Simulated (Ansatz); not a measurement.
# H2B–Cl: how the atomization moves with the basis

H2B–Cl, singlet; coordinates (Å): B 0.000 0.000 1.249; Cl 0.000 0.000 -0.484; H 0.000 1.050 1.810; H 0.000 -1.050 1.810. Quantity: atomization.

Ansatz 0.2.0, basis cc-pVDZ or cc-pVTZ; geometries are PBE0/def2-TZVP minima. Wave-function levels freeze the cores; HF, MP2 and coupled cluster are restricted for singlets and unrestricted otherwise, atoms included (their steps beyond CCSDT(Q) come from restricted open-shell runs), Kohn–Sham unrestricted where that lies lower. The reference is CCSDT(Q) or CCSDTQ (coupled cluster only where its series has nearly closed). Semilocal and hybrid functionals correlate all electrons outside any core potential and usually lie nearer their basis limit than the reference, so part of their error here is the reference's basis and frozen-core error; RPA and the MP2 part of double hybrids freeze the same cores as the reference. None of these values is a measured one. Energies are electronic, without zero-point terms. No spin–orbit coupling and no scalar relativity. The species are chosen: bound, without strong static correlation by their natural occupations or amplitudes, in their lowest spin state as far as vertical gaps and like structures tell, and with a ladder that closes on the reference, so errors are smaller than for species at large; levels whose determinant breaks symmetry or spin markedly are left out.

```csv
level,cc-pVDZ (kcal/mol),cc-pVTZ (kcal/mol)
reference,278.4 (CCSDTQ),291.1 (CCSDT(Q))
CCSD,275.9,287.7
CCSD(T),278.2,291.1
PBE,297.0,300.8
PBE0,295.2,298.9
BHLYP,289.1,293.8
wB97M-V,298.6,301.1
RPA-PBE,263.2,276.0
```

From cc-pVDZ to cc-pVTZ the reference moves by 12.7 kcal/mol and PBE by 3.8; the step from CCSD(T) to the reference is 0.2 in the first and 0.1 in the last.
